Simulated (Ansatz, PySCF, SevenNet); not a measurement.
Lattice parameter a of zinc-blende AlN (metastable phase) at several levels of theory

No measured value is used here.

```json
[
 {"level (code)": "SevenNet-l3i5", "value (Å)": "4.401"},
 {"level (code)": "PBE (Ansatz)", "value (Å)": "4.403"},
 {"level (code)": "PBE-D4 (Ansatz)", "value (Å)": "4.369"},
 {"level (code)": "r²SCAN (Ansatz)", "value (Å)": "4.370"},
 {"level (code)": "HSE06 (Ansatz)", "value (Å)": "…"},
 {"level (code)": "Hartree–Fock (Ansatz)", "value (Å)": "…"},
 {"level (code)": "MP2 (PySCF)", "value (Å)": "4.388 ± 0.02"},
 {"level (code)": "CCSD(T) (PySCF)", "value (Å)": "4.383 ± 0.02"}
]
```

Some entries are withheld; supply them.


- HSE06 (Ansatz, a quantum-chemistry and plane-wave program), value (Å): 4.365
- Hartree–Fock (Ansatz), value (Å): 4.360

A ± on a computed value is a rough bar: the spread of its extrapolation, a floor set from checks against published values, or a statistical error. Cutoffs and k meshes differ between the levels. Ansatz's density-functional and Hartree–Fock values are scalar-relativistic unless marked +SOC, with PAW data made under PBE.

Machine-learned potentials (SevenNet-l3i5) are trained on DFT data: a solid inside that data is no test of them.
